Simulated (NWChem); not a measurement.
Basis-set convergence for dichloromethane (CH2Cl2)

SMILES: ClCCl
```xyz
5

Cl     1.4937     0.0000     0.2158
C      0.0000     0.0000    -0.7621
Cl    -1.4937     0.0000     0.2158
H      0.0000     0.9026    -1.3828
H      0.0000    -0.9026    -1.3828
```
Charge 0, spin multiplicity 1.

The numbers come from NWChem runs, not from measurements. Structure: optimised with B3LYP/def2-SVP, a minimum by its harmonic frequencies.

Quantity: LUMO energy at the level B3LYP.

B3LYP has NWChem's definition, with VWN1-RPA local correlation. The Pople sets run with spherical d functions.

```csv
basis,functions,LUMO energy (eV)
3-21G,39,-0.37
pcseg-1,60,-0.66
def2-SVP,60,…
cc-pVDZ,60,-0.27
6-31+G*,66,-0.84
def2-SVPD,90,…
cc-pVTZ,126,-0.57
def2-TZVPD,147,…
cc-pVQZ,233,-0.72
def2-QZVP,257,-0.80
```

Question: Complete the blanks.

Answer: 
- def2-SVP, LUMO energy (eV): 0.18
- def2-SVPD, LUMO energy (eV): -0.77
- def2-TZVPD, LUMO energy (eV): -0.89
